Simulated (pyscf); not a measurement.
H₃C–Zn–OH → methane (CH₄) + O=Zn, an elimination (singlet surface; C–Zn, H–O broken, C–H formed). Optimised with ωB97X-D3(BJ)/def2-SVP in PySCF. MP2 and CC: frozen core, UHF for open shells. ΔMP2 is the change of the MP2 total energy from the triple- to the quadruple-zeta basis. Energies in eV from the reactant's lowest minimum found.

Small-basis levels: PySCF, no dispersion term, spherical d functions. 

Task: Quick B3LYP/LANL2DZ single points give ΔE‡ = 3.89 eV and ΔE = +2.93 eV. What does CCSD(T)/def2-TZVPP + ΔMP2(QZVPP) give, and how far is the quick result from it?

Result: CCSD(T)/def2-TZVPP + ΔMP2(QZVPP) gives ΔE‡ = 4.38 eV and ΔE = +3.59 eV. B3LYP/LANL2DZ lies 0.49 eV under it in the barrier and 0.66 eV under it in the reaction energy, so on this step it does not hold to within 0.13 eV. CCSD(T)/def2-TZVPP + ΔMP2(QZVPP) has limits of its own. The same reactants have a lower exit, to CH₃• + [HO–Zn]• (no saddle counted: cutting one bond costs +3.35 eV at ωB97M-D3(BJ), against +4.64 eV here). One saddle was located; it need not be the lowest between these sides. 2 of the closed-shell references are unstable towards spin polarisation; treat their single-reference values with care. The CCSD(T) − MP2 part came from Ansatz, without density fitting, on the same reference. The frozen core leaves the outer d or s,p core shells of the metals and heavy elements correlated in the MP2 and CC values, and def2-TZVPP describes them poorly, which can shift differences by a few kcal/mol. In the def2 sets elements up to Kr have no core potential.
